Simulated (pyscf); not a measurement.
This saddle point was located with ωB97X-D3(BJ)/def2-SVP in PySCF.

```xyz
7

N     -0.4231     0.8977     0.4458
H     -1.1279    -1.6298    -0.3049
H     -0.9541     0.5188     1.2391
H      0.5579     0.7681     0.7210
N     -0.5825    -1.0556    -0.9589
H     -0.6091     0.0927    -0.4833
H      0.3831    -1.3789    -0.8251
```
Charge 0, spin multiplicity 2.

Surface: doublet, charge 0. Lowest wavenumbers (cm⁻¹): 1799i, 111, 447, 529, 773.

Question: Name the species on either side of this saddle.

Answer: NH₂• + NH₃ <-> NH₃ + NH₂•, a hydrogen abstraction read from left to right: H–N broken and H–N formed. At CCSD(T)/def2-TZVPP + ΔMP2(QZVPP) it lies +11.8 kcal/mol from the left side and +11.8 kcal/mol from the right (each side as separated species at their lowest minima found). This is the saddle that the search found; another between the same sides may lie lower. The angle at the transferred H is 152°. The CCSD(T) − MP2 part came from Ansatz, without density fitting, on the same reference.
